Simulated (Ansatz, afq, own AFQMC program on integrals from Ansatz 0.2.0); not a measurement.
Integrals from Ansatz 0.2.0, then the random walk in our own AFQMC program (afq).

```yaml
crystal:
  periodic: [false, false, false]
  atoms:
    - {symbol: Ge, position_ang: [-0.001772, 0.000000, 1.075882]}
    - {symbol: Ge, position_ang: [-0.001231, 0.000000, -1.141858]}
    - {symbol: H, position_ang: [1.336707, -0.000012, 1.415048]}
    - {symbol: H, position_ang: [-0.560125, 1.107943, 1.669862]}
    - {symbol: H, position_ang: [-0.560145, -1.107931, 1.669863]}
basis:
  gaussian: {orbitals: cc-pVDZ}
magnetization: {spin_polarized: true, initial_magnetization: 1}
correlation: {method: ccsd_t, electrons: outside_noble_gas, hamiltonian_folder: ham}
```

```sh
$ ansatz run in.yaml --threads 1 --pin off --events-out ev --progress --plain --max-ram 1382MiB
```

afq runs on the folder ham with

```
--method free --trial cisd --walkers 60 --time-step 0.03 --max-blocks 80 --target-error 0.0004 --factor-cut 1e-05 --seed 525 --times 0,0.21,0.42,0.81,1.2,1.8,2.4,3 --taylor-order 8
```

Times are imaginary, in 1/Eh. The walk had a cap of 1706 s. Filled inner d shells are frozen with the cores.

```
orbitals 41  electrons 6 5  factors 349 of 784
reference energy -4152.31594005 Eh
CCSD correlation -0.19310049 Eh in 17 cycles, weight of the determinant in the CISD state 0.8326
repeat  energy at the last time / Eh  error
    10  -4152.514162  0.001033
    20  -4152.514702  0.000585
    30  -4152.514181  0.000554
    40  -4152.514441  0.000453
    50  -4152.514479  0.000386
time / (1/Eh)  energy / Eh  error  mean overlap
  0.00  -4152.509037  0.000158  1.2014
  0.21  -4152.510763  0.000170  1.2083
  0.42  -4152.511852  0.000213  1.2122
  0.81  -4152.513050  0.000276  1.2198
  1.20  -4152.514123  0.000259  1.2121
  1.80  -4152.514340  0.000350  1.2081
  2.40  -4152.515164  0.000428  1.1915
  3.00  -4152.514503  0.000381  1.2021
energy -4152.514503 +/- 0.000381 Eh
```

(1) Estimate how long the walk took on 1 thread of AMD EPYC 9R45 96-Core Processor (Zen 5), on a shared host.

The run passed its tests (error under three times the target), which doesn't prove that it has relaxed.

Against this walk (error 10.4 meV) on the same determinant: CCSD(T) 24.6 meV higher. The error is statistical, and a free projection of finite length keeps a remainder of its start. The determinant has ⟨S²⟩ = 0.90, so the low cluster orders mix in higher spin, and so can this walk. None of these is a sure reference here. The last points scatter (meV from the last: 40 ± 8 at 0.81, 10 ± 7 at 1.20, 4 ± 10 at 1.80, -18 ± 12 at 2.40, 0 ± 10 at 3.00); the last is the one printed as the energy, and the gaps above move with that scatter.

Cautions: remainder of the start not in the error; start is not spin pure; no relativity below Rb; no spin-orbit coupling; inner d shell frozen; higher spins were not checked; the search met a lower determinant of the same kind, perhaps of another symmetry (10 meV lower); strong correlation (T1 0.051, weight of the determinant 0.83, largest double 0.08); unrestricted determinant spin contaminated (⟨S²⟩ 0.90 against 0.75).

## Answers

(1) 2.1 min of wall time.

A walk keeps the symmetry of its determinant, which the program's search chose and which needn't be the lowest solution, so a lower state of the same spin and another symmetry isn't excluded.
